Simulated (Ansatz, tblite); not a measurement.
**Si(eta1-allyl)H3 (C3H8Si): one state, many levels**

Aim: run the singlet of Si(eta1-allyl)H3 (C3H8Si) at one geometry on many levels, and compare frontier levels, spin and run time.

Computed with Ansatz 0.2.0, Gaussian basis. Level: as each input shows.

Plan: GFN1-xTB, GFN2-xTB, PBE-D4/def2-TZVP, r2SCAN-D4/def2-TZVP, PBE-QIDH/def2-TZVP, ωB97X-V/def2-TZVP, revPBE-D4/def2-TZVP, HF/def2-TZVP, B97M-V/def2-TZVP, B2PLYP/def2-TZVP, CAM-B3LYP-D4/def2-TZVP, PBE-D4/def2-SVP, PBE0-D4/def2-SVP, PBE0-D4/def2-TZVPD, PBE-D4/def2-TZVPD, r2SCAN-D4/def2-TZVPD, CCSD(T)/def2-TZVPP, MP2/def2-TZVP, RPA/def2-TZVP.

## 1. The structure

The singlet was relaxed beforehand with PBE0-D4/def2-SVP.

12 atoms, charge 0, spin multiplicity 1.

Bond lengths: Si1–C2 1.896 Å, Si1–H10 1.496 Å, Si1–H11 1.494 Å, Si1–H12 1.497 Å, C2–C3 1.493 Å, C2–H5 1.104 Å, C2–H6 1.103 Å, C3–C4 1.335 Å, C3–H7 1.098 Å, C4–H8 1.095 Å, C4–H9 1.093 Å. Angles: C2–Si1–H10 110.1°, C2–Si1–H11 110.2°, C2–Si1–H12 110.2°, H10–Si1–H11 108.7°, H10–Si1–H12 108.6°, H11–Si1–H12 109.0°, Si1–C2–C3 112.1°, Si1–C2–H5 107.2°, Si1–C2–H6 108.0°, C3–C2–H5 111.0°, C3–C2–H6 111.2°, H5–C2–H6 107.2°, C2–C3–C4 125.7°, C2–C3–H7 115.9°, C4–C3–H7 118.4°, C3–C4–H8 121.6°, C3–C4–H9 121.3°, H8–C4–H9 117.1°.

Coordinates:

```mol
C3H8Si
  3D, bonds by distance, orders not assigned

 12 11  0  0  0  0  0  0  0  0999 V2000
   -0.0799   -0.7176   -1.6219 Si  0  0
   -0.0616   -0.7734    0.2731 C   0  0
    0.5098    0.4716    0.8668 C   0  0
   -0.1856    1.4348    1.4763 C   0  0
    0.5285   -1.6587    0.5681 H   0  0
   -1.0953   -0.9416    0.6184 H   0  0
    1.5943    0.6019    0.7549 H   0  0
   -1.2693    1.3600    1.6140 H   0  0
    0.3047    2.3318    1.8621 H   0  0
    1.2986   -0.4570   -2.1417 H   0  0
   -0.9853    0.3720   -2.0970 H   0  0
   -0.5589   -2.0240   -2.1730 H   0  0
  1  2  8  0
  1 10  8  0
  1 11  8  0
  1 12  8  0
  2  3  8  0
  2  5  8  0
  2  6  8  0
  3  4  8  0
  3  7  8  0
  4  8  8  0
  4  9  8  0
M  END
```

PBE0-D4/def2-TZVP was run before; its log isn't repeated, and its numbers join the tables.

## 2. GFN1-xTB

Tight binding, by tblite at 300 K electronic temperature and without a spin-polarisation term:

```python
tblite.interface.Calculator('GFN1-xTB', numbers, positions, charge=0, uhf=0).singlepoint()
```

Energy -339.4534 eV, HOMO -11.36 eV, LUMO -6.60 eV; 0.016 s.

## 3. GFN2-xTB

Tight binding, by tblite at 300 K electronic temperature and without a spin-polarisation term:

```python
tblite.interface.Calculator('GFN2-xTB', numbers, positions, charge=0, uhf=0).singlepoint()
```

Energy -331.6326 eV, HOMO -10.31 eV, LUMO -5.61 eV; 0.009 s.

## 4. PBE-D4/def2-TZVP

start.molden holds the orbitals of an earlier run on this state, given as this run's starting guess.

in.yaml reads:

```yaml
crystal:
  periodic: [false, false, false]
  atoms:
    - {symbol: Si, position_ang: [-0.079913, -0.717603, -1.621907]}
    - {symbol: C, position_ang: [-0.061628, -0.773432, 0.273060]}
    - {symbol: C, position_ang: [0.509844, 0.471645, 0.866773]}
    - {symbol: C, position_ang: [-0.185624, 1.434844, 1.476276]}
    - {symbol: H, position_ang: [0.528518, -1.658653, 0.568111]}
    - {symbol: H, position_ang: [-1.095267, -0.941552, 0.618406]}
    - {symbol: H, position_ang: [1.594258, 0.601875, 0.754934]}
    - {symbol: H, position_ang: [-1.269313, 1.360038, 1.614003]}
    - {symbol: H, position_ang: [0.304724, 2.331833, 1.862074]}
    - {symbol: H, position_ang: [1.298579, -0.457006, -2.141681]}
    - {symbol: H, position_ang: [-0.985271, 0.372036, -2.097021]}
    - {symbol: H, position_ang: [-0.558907, -2.024024, -2.173008]}
basis:
  gaussian: {orbitals: def2-TZVP, initial_orbitals: start.molden}
hamiltonian: {xc: pbe, dispersion: d4}
scf: {omitted_lower_state_checks: [starts]}
output: {orbitals: {seedname: orbitals}}
```

Run with:

```bash
> ansatz run in.yaml --threads 4 --pin off --events-out ev --progress --plain --max-ram 3916MiB
```

After this run come: r2SCAN-D4/def2-TZVP; PBE-QIDH/def2-TZVP; ωB97X-V/def2-TZVP; revPBE-D4/def2-TZVP; HF/def2-TZVP; B97M-V/def2-TZVP; B2PLYP/def2-TZVP; CAM-B3LYP-D4/def2-TZVP; PBE-D4/def2-SVP; PBE0-D4/def2-SVP; PBE0-D4/def2-TZVPD; PBE-D4/def2-TZVPD; r2SCAN-D4/def2-TZVPD; CCSD(T)/def2-TZVPP; MP2/def2-TZVP; RPA/def2-TZVP.

**Question.** What will the summary of the whole plan be? Wanted: gap in def2-TZVP, named functionals and Hartree-Fock, smallest and largest; correlation energy, CCSD(T)/def2-TZVPP; correlation energy, MP2/def2-TZVP; binding an atom, CCSD(T)/def2-TZVPP; PBE0 total energy, smallest basis above largest.

**Answer**, as computed:

```
                                                                  quantity                            value
gap in def2-TZVP, named functionals and Hartree-Fock, smallest and largest  5.18 eV (PBE-D4), 12.87 eV (HF)
                                    correlation energy, CCSD(T)/def2-TZVPP                        -19.39 eV
                                         correlation energy, MP2/def2-TZVP                        -16.58 eV
                                       binding an atom, CCSD(T)/def2-TZVPP                         3.780 eV
                           PBE0 total energy, smallest basis above largest   6.21 eV (def2-SVP, def2-TZVPD)
```

**Reading.** Orbital gaps of the named functionals and Hartree-Fock in def2-TZVP span 5.18 eV (PBE-D4) to 12.87 eV (HF); exact exchange widens it. The functionals in def2-TZVP miss CCSD(T)/def2-TZVPP by +0.053 (revPBE-D4) to +0.124 eV (PBE-D4) an atom. CCSD(T)/def2-TZVPP isn't at the basis-set limit; small misses against it rank nothing.
